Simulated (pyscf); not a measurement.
HF (SMILES F) + F–Si:–F (SMILES F[Si]F) [singlet] → F–Si:–F (SMILES F[Si]F) [singlet] + HF (SMILES F) (four-centre exchange; singlet surface; F–H, F–Si broken, F–Si, F–H formed). Single points on ωB97X-D3(BJ)/def2-SVP structures (PySCF, gas phase). Correlated levels are frozen-core, on RHF or UHF. ΔMP2 is the change of the MP2 total energy from the triple- to the quadruple-zeta basis. Energies in eV from the separated reactants.

```json
[
 {"level": "ωB97X-D3(BJ)/def2-TZVP", "barrier": "0.34", "reaction energy": "0.00"},
 {"level": "PBE/def2-TZVP", "barrier": "0.17", "reaction energy": "0.00"},
 {"level": "HF/def2-TZVP", "barrier": "0.96", "reaction energy": "0.00"},
 {"level": "MP2/def2-QZVPP", "barrier": "0.44", "reaction energy": "0.00"},
 {"level": "CCSD/def2-TZVPP", "barrier": "0.57", "reaction energy": "0.00"},
 {"level": "CCSD(T)/def2-TZVPP", "barrier": "[?]", "reaction energy": "0.00"},
 {"level": "CCSD(T)/def2-TZVPP + ΔMP2(QZVPP)", "barrier": "[?]", "reaction energy": "0.00"}
]
```

Question: Some entries are withheld; supply them.

Answer: 
- CCSD(T)/def2-TZVPP, barrier: 0.48
- CCSD(T)/def2-TZVPP + ΔMP2(QZVPP), barrier: 0.49

On the reactant side the descent ends in a complex, 0.20 eV under the separated species and 0.54 eV under the saddle at ωB97X-D3(BJ)/def2-TZVP. On the product side the descent ends in a complex, 0.20 eV under the separated species and 0.54 eV under the saddle at ωB97X-D3(BJ)/def2-TZVP. This is the saddle that the search found; another between the same sides may lie lower. The CCSD(T) − MP2 part came from Ansatz, without density fitting, on the same reference.
